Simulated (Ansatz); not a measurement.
This script makes the interaction energy of a dimer with the counterpoise correction of CH2Cl2, SMILES ClCCl with the Python package of Ansatz (0.2.0).

`dimer_ch2cl2.py`
```python
"""Binding of a CH2Cl2 dimer at a trial geometry."""

import ansatz as az

FIRST = [
    ("Cl", (1.6671, -0.3716, 0.2604)),
    ("C", (-0.1251, -0.0776, 0.0689)),
    ("Cl", (-0.4939, 1.3028, -0.9996)),
    ("H", (-0.4942, -0.9627, -0.366)),
    ("H", (-0.5541, 0.109, 1.0364)),
]
SECOND = [
    ("Cl", (-3.3884, 4.0509, -3.1194)),
    ("C", (-2.6816, 2.3694, -3.0295)),
    ("Cl", (-3.6894, 1.2402, -2.0848)),
    ("H", (-2.6402, 2.045, -4.0304)),
    ("H", (-1.7071, 2.4234, -2.5795)),
]

def energy(atoms, ghosts=()):
    molecule = az.Crystal.molecule()
    for symbol, xyz in atoms:
        molecule = molecule.atom(symbol, xyz)
    calc = (
        molecule.calculation()
        .basis(gaussian="def2-SVP")
        .correlation("MP2")
    )
    deck = calc.input()
    if ghosts:
        deck = deck.set(az.key.basis.gaussian.ghost_atoms, [{"symbol": s, "position_ang": list(xyz)} for s, xyz in ghosts])
    return az.Session.from_dict(deck).plan().execute().report["free_energy_ev"]

# ghost atoms carry the functions of the partner
both = energy(FIRST + SECOND)
alone = energy(FIRST) + energy(SECOND)
ghosted = energy(FIRST, SECOND) + energy(SECOND, FIRST)
print(f"dimer {both:.6f} eV")
print(f"interaction, uncorrected   {23.060548 * (both - alone):8.3f} kcal/mol")
print(f"interaction, counterpoise  {23.060548 * (both - ghosted):8.3f} kcal/mol")
print(f"basis-set superposition    {23.060548 * (alone - ghosted):8.3f} kcal/mol")
```

How large is the interaction at this pose, and how much of it is basis-set superposition?

Uncorrected it is 1.221 kcal/mol, with the counterpoise correction 3.561 kcal/mol; the difference, 2.34 kcal/mol, is the superposition error. In this basis both values are repulsive.

The run itself:

```console
$ python dimer_ch2cl2.py
dimer -52142.663255 eV
interaction, uncorrected      1.221 kcal/mol
interaction, counterpoise     3.561 kcal/mol
basis-set superposition       2.340 kcal/mol
```

Caveats:
- The settings weren't tested for convergence.
- The dimer is a generated trial pose of unrelaxed monomers, not a minimum, so the figure is no binding energy, and the basis set is small.
- Timing: 4.9 s on 1 thread of Intel(R) Xeon(R) Processor @ 2.30GHz (shared host), peak memory 0.35 GiB.
